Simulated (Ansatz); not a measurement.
Bond stretch in HCl, singlet.

Levels: RKS-PBE = restricted PBE/cc-pVDZ in Ansatz (an electronic-structure program); UKS-PBE = Ansatz with unrestricted PBE/cc-pVDZ; UKS-CAM-B3LYP = unrestricted CAM-B3LYP/cc-pVDZ run with Ansatz; FCI = Ansatz with full CI/cc-pVDZ, frozen core.

Energies relative to the lowest point of each curve near equilibrium, in eV; the last columns give the error against full CI:

```tsv
R / Å	RKS-PBE	UKS-PBE	UKS-CAM-B3LYP	FCI	RKS-PBE − FCI	UKS-PBE − FCI	UKS-CAM-B3LYP − FCI
0.94	4.172	4.172	4.083	4.116	0.056	0.056	-0.034
1.01	2.319	2.319	2.246	2.257	0.062	0.062	-0.011
1.09	1.028	1.028	0.974	0.971	0.056	0.056	0.002
1.15	0.465	0.465	0.426	0.420	0.045	0.045	0.006
1.21	0.149	0.149	0.126	0.121	0.028	0.028	0.005
1.25	0.041	0.041	0.029	0.027	0.014	0.014	0.002
1.28	0.003	0.003	0.000	0.000	0.003	0.003	0.000
1.32	0.000	0.000	0.008	0.012	-0.012	-0.012	-0.004
1.35	0.027	0.027	0.044	0.051	-0.024	-0.024	-0.006
1.39	0.094	0.094	0.124	0.134	-0.040	-0.040	-0.010
1.50	0.411	0.411	0.479	0.494	-0.084	-0.084	-0.015
1.56	0.636	0.636	0.726	0.740	-0.104	-0.104	-0.014
1.72	1.313	1.313	1.469	1.453	-0.140	-0.140	0.016
1.92	2.173	2.173	2.421	2.300	-0.128	-0.128	0.121
2.14	3.015	3.015	3.276	3.043	-0.028	-0.028	0.233
2.32	3.595	3.549	3.701	3.478	0.117	0.071	0.223
2.60	4.308	3.991	4.069	3.896	0.412	0.095	0.173
2.81	4.713	4.168	4.215	4.064	0.650	0.104	0.151
3.10	5.127	4.310	4.323	4.179	0.948	0.131	0.144
3.47	5.476	4.405	4.382	4.234	1.241	0.171	0.148
3.86	5.697	4.453	4.405	4.252	1.445	0.201	0.152
4.48	5.874	4.484	4.414	4.259	1.615	0.225	0.155
5.04	5.942	4.493	4.416	4.260	1.682	0.233	0.156
```

RKS-PBE is furthest from FCI at 5.04 (1.682 eV, above); its mean absolute error over the points is 0.388 eV.

UKS-PBE is furthest from FCI at 5.04 (0.233 eV, above); its mean absolute error over the points is 0.089 eV.

UKS-CAM-B3LYP is furthest from FCI at 2.14 (0.233 eV, above); its mean absolute error over the points is 0.077 eV.

The restricted form behind RKS-PBE keeps the bonding electrons paired and can't separate into open-shell fragments. The unrestricted determinant behind UKS-PBE is spin-contaminated at 2.32 to 5.04 Å (<S²> up to 1.0, against 0.00 for a pure singlet). The unrestricted determinant behind UKS-CAM-B3LYP is spin-contaminated at 2.14 to 5.04 Å (<S²> up to 1.0, against 0.00 for a pure singlet).
